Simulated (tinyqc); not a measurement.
Pariser-Parr-Pople SCF with singles CI, for the molecule C=CC(=C)C=N (SMILES; centres numbered as the heavy atoms are written), step by step. One step of it, computed by the program tinyqc.

Problem. PPP integrals. Ohno: gamma = 14.399645/sqrt(R^2 + a^2), a = 2 x 14.399645/(gamma_rr + gamma_ss); H_rr = -W_r - sum_(s != r) z_s gamma_rs; H_rs = beta for bonds.

Centres (angstrom, eV; a flat drawing with bonds scaled to 1.40 angstrom):
```
centre,x,y,core charge z,W,gamma_rr
1C,2.100000,0.808000,1,11.160000,11.130000
2C,1.400000,-0.404000,1,11.160000,11.130000
3C,0.000000,-0.404000,1,11.160000,11.130000
4C,-0.700000,-1.617000,1,11.160000,11.130000
5C,-0.700000,0.808000,1,11.160000,11.130000
6N,-2.100000,0.808000,1,14.100000,12.300000
```

Resonance integrals (eV):
```
i,j,beta
1,2,-2.390000
2,3,-2.390000
3,4,-2.390000
3,5,-2.390000
5,6,-2.510000
```

Give: repulsion gamma_rs; core matrix H.

Solution.

repulsion gamma_rs (eV), lower triangle:
```
,1C,2C,3C,4C,5C,6N
1C,11.1300
2C,7.5550,11.1300
3C,5.2396,7.5539,11.1300
4C,3.6700,5.2388,7.5524,11.1300
5C,4.6685,5.2396,7.5550,5.2390,11.1300
6N,3.2905,3.6898,5.2971,4.7088,7.7292,12.3000
```

core matrix H (eV), lower triangle:
```
,1C,2C,3C,4C,5C,6N
1C,-35.5835
2C,-2.3900,-40.4370
3C,0.0000,-2.3900,-44.3579
4C,0.0000,0.0000,-2.3900,-37.5691
5C,0.0000,0.0000,-2.3900,0.0000,-41.5912
6N,0.0000,0.0000,0.0000,0.0000,-2.5100,-38.8154
```
